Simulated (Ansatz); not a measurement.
# CH5AlS: one structure at several levels

The task here is to estimate one member of a computed series from the others.

Program: Ansatz 0.2.0, Gaussian basis. Level of theory: single points in def2-TZVPP. These are calculated values, not measurements.

Correlated methods freeze the cores.

## Where the work starts

SMILES `[CH3][AlH][SH]`, 8 atoms, charge 0, spin multiplicity 1.

Atoms are counted from 1 here; the program's logs count them from 0.

Bond lengths: C1–Al2 2.002 Å, C1–H4 1.070 Å, C1–H5 1.090 Å, C1–H6 1.104 Å, Al2–S3 2.204 Å, Al2–H7 1.523 Å, S3–H8 1.293 Å. Angles: Al2–C1–H4 111.5°, Al2–C1–H5 112.1°, Al2–C1–H6 112.0°, H4–C1–H5 109.8°, H4–C1–H6 105.5°, H5–C1–H6 105.7°, C1–Al2–S3 122.5°, C1–Al2–H7 123.6°, S3–Al2–H7 113.9°, Al2–S3–H8 92.7°.

Coordinates:

```mol
CH5AlS
  3D, bonds by distance, orders not assigned

  8  7  0  0  0  0  0  0  0  0999 V2000
   -0.7199    1.0104   -0.4110 C   0  0
    0.7978   -0.1816    0.1210 Al  0  0
    0.5817   -1.7743    1.6285 S   0  0
   -0.4662    2.0433   -0.2954 H   0  0
   -1.6291    0.7889    0.1470 H   0  0
   -0.9869    0.8902   -1.4759 H   0  0
    2.1816   -0.1159   -0.5116 H   0  0
    0.2618   -2.6566    0.7390 H   0  0
  1  2  8  0
  1  4  8  0
  1  5  8  0
  1  6  8  0
  2  3  8  0
  2  7  8  0
  3  8  8  0
M  END
```

Set-up of the first run:

Contents of run/in.yaml:

```yaml
crystal:
  periodic: [false, false, false]
  atoms:
    - {symbol: C, position_ang: [-0.719900, 1.010400, -0.411000]}
    - {symbol: Al, position_ang: [0.797800, -0.181600, 0.121000]}
    - {symbol: S, position_ang: [0.581700, -1.774300, 1.628500]}
    - {symbol: H, position_ang: [-0.466200, 2.043300, -0.295400]}
    - {symbol: H, position_ang: [-1.629100, 0.788900, 0.147000]}
    - {symbol: H, position_ang: [-0.986900, 0.890200, -1.475900]}
    - {symbol: H, position_ang: [2.181600, -0.115900, -0.511600]}
    - {symbol: H, position_ang: [0.261800, -2.656600, 0.739000]}
basis:
  gaussian: {orbitals: def2-TZVPP}
correlation: {method: ccsd_t}
output: {forces: true}
```

Started as:

```bash
ansatz run in.yaml --threads 4 --pin off --events-out ev --progress --plain --max-ram 5222MiB
```

Among the steps run: CCSD(T)/def2-TZVPP; PBE0-D4/def2-TZVPP; wB97M-V/def2-TZVPP; r2SCAN-D4/def2-TZVPP; PBE-D4/def2-TZVPP; LC-wPBE/def2-TZVPP; BLYP-D4/def2-TZVPP.

One of the session's tables, all rows but one given; the rest of the session is left out.

| method | RMS force component (eV/Å) | angle to CCSD(T) forces (°) | dipole (D) |
| --- | --- | --- | --- |
| CCSD(T) | 0.618 | reference | 1.46 |
| PBE0-D4 | 0.653 | 3.5 | 1.55 |
| wB97M-V | 0.616 | 4.4 | 1.51 |
| r2SCAN-D4 | 0.652 | 3.5 | 1.54 |
| PBE-D4 | 0.725 | 6.5 | 1.50 |
| LC-wPBE | ? | ? | ? |
| BLYP-D4 | 0.688 | 7.0 | 1.46 |

Estimate the missing values for LC-wPBE.

**Answer.** RMS force component (eV/Å): 0.628; angle to CCSD(T) forces (°): 8.4; dipole (D): 1.62. In the column «RMS force component (eV/Å)» it lies between CCSD(T) (0.618) and r2SCAN-D4 (0.652).
